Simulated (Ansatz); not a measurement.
# SiNH5 (singlet): wave-function methods side by side at twist about Si1–N2 = 27.4°, cc-pVDZ

An exercise on one series of results from a longer session: the logs are not shown, and one member is left open.

Computed with Ansatz 0.2.0, Gaussian basis. Level: cc-pVDZ, core rule «outside noble gas», up to 6 orbitals frozen.

To be run: UHF; CCSD(T) on RHF; BCCD(T) on RHF; CISD; CCSDT(Q) on RHF; CASSCF and NEVPT2, 2 electrons in 2 orbitals; CASSCF and NEVPT2, 8 electrons in 8 orbitals.

16 further runs of the same task are left out: 13 that didn't finish, 3 set aside as unsound or not needed.

## What is computed

The geometry derives from a PBE0/def2-TZVP stationary point (not a proven minimum). One half is turned about the bond named; the halves are rigid.

7 atoms, charge 0, spin multiplicity 1.

Atoms are counted from 1 here; the program's logs count them from 0.

Bond lengths: Si1–N2 1.720 Å, Si1–H3 1.486 Å, Si1–H4 1.486 Å, Si1–H5 1.494 Å, N2–H6 1.007 Å, N2–H7 1.007 Å. Angles: N2–Si1–H3 107.9°, N2–Si1–H4 107.9°, N2–Si1–H5 116.0°, H3–Si1–H4 110.5°, H3–Si1–H5 107.3°, H4–Si1–H5 107.3°, Si1–N2–H6 119.6°, Si1–N2–H7 119.6°, H6–N2–H7 110.6°.

Geometry (Å):

```
atom    x (Å)    y (Å)    z (Å)
 Si1  -0.0127  -0.0056   0.5726
  N2   0.0525  -0.0056  -1.1466
  H3   0.6829  -1.2263   1.0558
  H4   0.6829   1.2151   1.0558
  H5  -1.3799  -0.0056   1.1752
  H6  -0.5615  -0.6103  -1.6681
  H7   0.2003   0.8605  -1.6392
```

Set-up of the first run:

Contents of in.yaml:

```yaml
crystal:
  periodic: [false, false, false]
  atoms:
    - {symbol: Si, position_ang: [-0.012709, -0.005590, 0.572556]}
    - {symbol: N, position_ang: [0.052487, -0.005590, -1.146578]}
    - {symbol: H, position_ang: [0.682911, -1.226275, 1.055776]}
    - {symbol: H, position_ang: [0.682909, 1.215095, 1.055776]}
    - {symbol: H, position_ang: [-1.379891, -0.005591, 1.175197]}
    - {symbol: H, position_ang: [-0.561514, -0.610291, -1.668119]}
    - {symbol: H, position_ang: [0.200322, 0.860499, -1.639227]}
basis:
  gaussian: {orbitals: cc-pVDZ}
magnetization: {spin_polarized: true, initial_magnetization: 0}
hamiltonian: {xc: hf}
output: {orbitals: {seedname: orbitals}}
```

Launch:

```bash
ansatz run in.yaml --threads 1 --pin off --events-out ev --progress --plain --max-ram 2393MiB
```

Among the steps run: UHF; CCSD(T) on RHF; BCCD(T) on RHF; CISD; CCSDT(Q) on RHF; CASSCF and NEVPT2, 2 electrons in 2 orbitals; CASSCF and NEVPT2, 8 electrons in 8 orbitals.

One table of the session follows, with a row left open; its other results are not shown here.

```
         method  from RCCSDT(Q) (kcal/mol)
            RHF                          ?
           RMP2                     +26.93
           CISD                     +22.17
          RCCSD                      +5.01
       RCCSD(T)                      +0.76
        BCCD(T)                      +0.74
         RCCSDT                      +0.33
      RCCSDT(Q)                          0
    CASSCF pair                    +193.20
    NEVPT2 pair                     +27.56
CASSCF frontier                    +137.11
NEVPT2 frontier                     +31.83
```

Q: Estimate the row for RHF from the others.

The run gave: from RCCSDT(Q) (kcal/mol): +203.86. In the column «from RCCSDT(Q) (kcal/mol)» it is the highest.
